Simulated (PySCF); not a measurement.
Cost of excited-state runs on SMILES S=C, CH₂S

Geometry:
```
atom   x (Å)   y (Å)   z (Å)
  C1  -0.117  -0.001  -0.010
  S2   1.503  -0.059   0.123
  H3  -0.637   0.821  -0.529
  H4  -0.771  -0.782   0.411
```

PySCF with density fitting, on 1 thread of an Intel Xeon 6975P-C, shared host. Command: `OMP_NUM_THREADS=1 python excited_run.py task.json out`

(1) How long does each of these runs take, and how much memory?
- excited-state relaxation, PBE/6-31+G*; state S1; TDA; with frequencies; grid level 1; writes grids
- excited-state relaxation, PBE/6-31+G*; state T1; TDA; grid level 1
- excited-state relaxation, PBE/6-31+G*; state T1; UKS; with frequencies; grid level 1

Results:

(1) 
| run | level | basis functions | wall time | peak memory (GiB) |
| --- | --- | --- | --- | --- |
| excited-state relaxation | PBE/6-31+G* | 44 | 28 s | 0.27 |
| excited-state relaxation | PBE/6-31+G* | 44 | 4.2 s | 0.29 |
| excited-state relaxation | PBE/6-31+G* | 44 | 14 s | 0.27 |

Times from a shared host are rough.
